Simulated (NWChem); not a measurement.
Everything below was run with NWChem. System: Li, charge 0, spin multiplicity 2. Its SCF solution wasn't tested for a lower state. Level: UHF/def2-TZVPD.

Job file:

```
start mol
memory heap 200 mb stack 900 mb global 1100 mb
geometry units angstroms nocenter noautoz
  Li     0.000000     0.000000     0.000000
  symmetry group D2h
end
basis spherical
  * library def2-tzvpd
end
scf
  uhf
  nopen 1
  maxiter 100
  thresh 1e-7
  semidirect memsize 60000000 filesize 0
  # guess.movecs holds the orbitals of an unrestricted PBE0 run
  vectors input guess.movecs output mol.movecs
end
task scf energy
```

Output (cleaned and shortened):

```
             Northwest Computational Chemistry Package (NWChem) 7.3.0
             --------------------------------------------------------

                                NWChem Input Module
                                -------------------

 Scaling coordinates for geometry "geometry" by  1.889725989
 (inverse scale =  0.529177249)

                             Geometry "geometry" -> ""
                             -------------------------

 Output coordinates in angstroms (scale by  1.889725989 to convert to a.u.)

  No.       Tag          Charge          X              Y              Z
 ---- ---------------- ---------- -------------- -------------- --------------
    1 Li                   3.0000     0.00000000     0.00000000     0.00000000

 Effective nuclear repulsion energy (a.u.)       0.0000000000

            Nuclear Dipole moment (a.u.)
            ----------------------------
        X                 Y               Z
 ---------------- ---------------- ----------------
     0.0000000000     0.0000000000     0.0000000000

      Symmetry information
      --------------------

 Group name             D2h
 Group number             26
 Group order               8
 No. of unique centers     1

      Symmetry unique atoms

     1


 Summary of "ao basis" -> "" (spherical)
 ------------------------------------------------------------------------------
       Tag                 Description            Shells   Functions and Types
 ---------------- ------------------------------  ------  ---------------------
 *                         def2-tzvpd                 on all atoms

 Summary of "ao basis" -> "ao basis" (spherical)
 ------------------------------------------------------------------------------
       Tag                 Description            Shells   Functions and Types
 ---------------- ------------------------------  ------  ---------------------
 Li                        def2-tzvpd                9       17   5s4p

                                 NWChem SCF Module
                                 -----------------

  ao basis        = "ao basis"
[...]
              MO Center= -5.0D-68, -1.2D-68, -1.2D-23, r^2= 1.4D+01
   Bfn.  Coefficient  Atom+Function         Bfn.  Coefficient  Atom+Function
  ----- ------------  ---------------      ----- ------------  ---------------
    17      0.828278  1 Li pz                11      0.210624  1 Li pz

                     UHF Final Beta Molecular Orbital Analysis
                     -----------------------------------------

 Vector    2  Occ=0.000000D+00  E= 2.077467D-02  Symmetry=ag
              MO Center=  0.0D+00,  0.0D+00,  0.0D+00, r^2= 8.3D+00
   Bfn.  Coefficient  Atom+Function         Bfn.  Coefficient  Atom+Function
  ----- ------------  ---------------      ----- ------------  ---------------
     5      1.135372  1 Li s

 Vector    3  Occ=0.000000D+00  E= 4.206867D-02  Symmetry=b1u
              MO Center=  0.0D+00,  0.0D+00,  0.0D+00, r^2= 1.9D+01
   Bfn.  Coefficient  Atom+Function         Bfn.  Coefficient  Atom+Function
  ----- ------------  ---------------      ----- ------------  ---------------
    17      1.069185  1 Li pz

 Vector    4  Occ=0.000000D+00  E= 4.206867D-02  Symmetry=b3u
              MO Center=  1.2D-17,  9.4D-48, -5.3D-52, r^2= 1.9D+01
   Bfn.  Coefficient  Atom+Function         Bfn.  Coefficient  Atom+Function
  ----- ------------  ---------------      ----- ------------  ---------------
    15      1.069185  1 Li px

 center of mass
 --------------
 x =   0.00000000 y =   0.00000000 z =   0.00000000

 moments of inertia (a.u.)
 ------------------
           0.000000000000           0.000000000000           0.000000000000
           0.000000000000           0.000000000000           0.000000000000
           0.000000000000           0.000000000000           0.000000000000

  Mulliken analysis of the total density
  --------------------------------------

    Atom       Charge   Shell Charges
 -----------   ------   -------------------------------------------------------
    1 Li   3     3.00   0.36  1.30  0.32  0.50  0.53  0.00  0.00  0.00  0.00

  Mulliken analysis of the alpha density
  --------------------------------------

    Atom       Charge   Shell Charges
 -----------   ------   -------------------------------------------------------
    1 Li   3     2.00   0.18  0.65  0.14  0.50  0.53  0.00  0.00  0.00  0.00

   Mulliken analysis of the beta density
   -------------------------------------

    Atom       Charge   Shell Charges
 -----------   ------   -------------------------------------------------------
    1 Li   3     1.00   0.18  0.64  0.18  0.00 -0.00  0.00  0.00  0.00  0.00

   Mulliken analysis of the spin density
   -------------------------------------

    Atom       Charge   Shell Charges
 -----------   ------   -------------------------------------------------------
    1 Li   3     1.00   0.01  0.01 -0.03  0.49  0.53  0.00  0.00  0.00  0.00

       Multipole analysis of the density wrt the origin
       ------------------------------------------------

     L   x y z        total         alpha         beta         nuclear
     -   - - -        -----         -----         ----         -------
     0   0 0 0     -0.000000     -2.000000     -1.000000      3.000000

     1   1 0 0     -0.000000     -0.000000      0.000000      0.000000
     1   0 1 0      0.000000      0.000000      0.000000      0.000000
     1   0 0 1     -0.000000     -0.000000      0.000000      0.000000

     2   2 0 0     -6.194677     -6.045111     -0.149566      0.000000
     2   1 1 0      0.000000      0.000000      0.000000      0.000000
     2   1 0 1     -0.000000     -0.000000      0.000000      0.000000
     2   0 2 0     -6.194677     -6.045111     -0.149566      0.000000
     2   0 1 1      0.000000      0.000000      0.000000      0.000000
     2   0 0 2     -6.194677     -6.045111     -0.149566      0.000000

 Task  times  cpu:        0.0s     wall:        0.0s

 Total times  cpu:        0.1s     wall:        0.1s
```
